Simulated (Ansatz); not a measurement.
# Lead, fcc: convergence with Methfessel-Paxton smearing

Computed with Ansatz, PBE, scalar-relativistic PAW, on the relaxed cell (a = 5.035 Å; spin not included). Errors count from a run at 420 eV on a Γ-centred 18×18×18 mesh with Fermi-Dirac smearing of 0.1 eV, extrapolated to zero width. Fixed here: cutoff 420 eV, mesh 11×11×11. The SCF starts from atomic densities corrected by a trained network.

```
width (eV)  E(σ→0) error (meV/atom)  F error (meV/atom)  P (GPa)  SCF iterations
      0.01                     -4.2                -4.2    -0.12               5
      0.03                     -4.2                -4.2    -0.12               5
       0.1                     -4.3                -4.3    -0.14               5
       0.2                     -4.1                -3.6    -0.12               5
       0.3                     -3.2                -2.6    -0.07               5
       0.6                     -1.2                -0.9     0.04               5
       1.0                     -1.8                 0.3     0.06               5
```
